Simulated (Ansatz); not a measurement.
```yaml
crystal:
  periodic: [false, false, false]
  atoms:
    - {symbol: Hf, position_ang: [-0.305349, -0.052717, -0.000356]}
    - {symbol: N, position_ang: [1.710255, -0.227833, 0.003855]}
    - {symbol: N, position_ang: [2.180866, 0.899615, 0.000677]}
basis:
  gaussian: {orbitals: def2-TZVP}
total_charge: 1
magnetization: {spin_polarized: true, initial_magnetization: 5}
hamiltonian: {xc: pbe0}
relax: {f_tol: 0.004, max_steps: 80}
```

```sh
$ ansatz run in.yaml --threads 1 --pin off --events-out ev --progress --plain --max-ram 2176MiB
```

Steps of the relaxation (energy above the last step; positions in Å, forces in eV/Å):

```
3
step 1, 844.1 meV
Hf   -0.305   -0.053    0.000   -0.664   -0.005   -0.001
N     1.710   -0.228    0.004   -0.972   -3.646    0.011
N     2.181    0.900    0.001    1.636    3.651   -0.010
```

```
3
step 2, 716.9 meV
Hf   -0.337   -0.063    0.000    0.047   -0.097    0.000
N     1.711   -0.238    0.004   -0.931   -1.563    0.004
N     2.213    0.920    0.001    0.884    1.659   -0.004
```

```
3
step 3, 637.4 meV
Hf   -0.369   -0.090    0.000    0.198   -0.243    0.001
N     1.680   -0.228    0.004   -0.765   -0.076   -0.001
N     2.275    0.937    0.001    0.567    0.319    0.000
```

```
3
step 6, 393.0 meV
Hf   -0.447   -0.272    0.000   -0.244   -0.285    0.001
N     1.524    0.073    0.002   -3.757   -2.258    0.001
N     2.508    0.818    0.002    4.000    2.543   -0.002
```

```
3
step 7, 210.9 meV
Hf   -0.461   -0.252    0.000    0.000   -0.333    0.001
N     1.525   -0.001    0.003   -1.443   -0.270   -0.002
N     2.521    0.873    0.001    1.444    0.603    0.000
```

```
3
step 8, 108.0 meV
Hf   -0.477   -0.291    0.000    0.090   -0.218    0.001
N     1.482    0.055    0.002   -0.289    0.491   -0.002
N     2.581    0.855    0.002    0.198   -0.273    0.001
```

```
3
step 9, 33.9 meV
Hf   -0.485   -0.341    0.000    0.208   -0.074    0.001
N     1.438    0.156    0.002   -0.016    0.383   -0.001
N     2.633    0.805    0.002   -0.191   -0.309    0.001
```

```
3
step 12, 0.0 meV
Hf   -0.468   -0.389    0.001    0.000    0.000    0.000
N     1.393    0.277    0.001   -0.001    0.000    0.000
N     2.662    0.731    0.002    0.001    0.000    0.000
```

Close pairs at the end: N2–N3 1.348 Å, Hf1–N2 1.977 Å, Hf1–N3 3.324 Å.

A stationary point of unrestricted PBE0 after 12 steps, with ⟨S²⟩ = 8.769 against 8.75 for a pure state; no frequencies were run, so it isn't proven a minimum. 3.2 min on 1 thread of Intel Xeon 6975P-C, shared host.
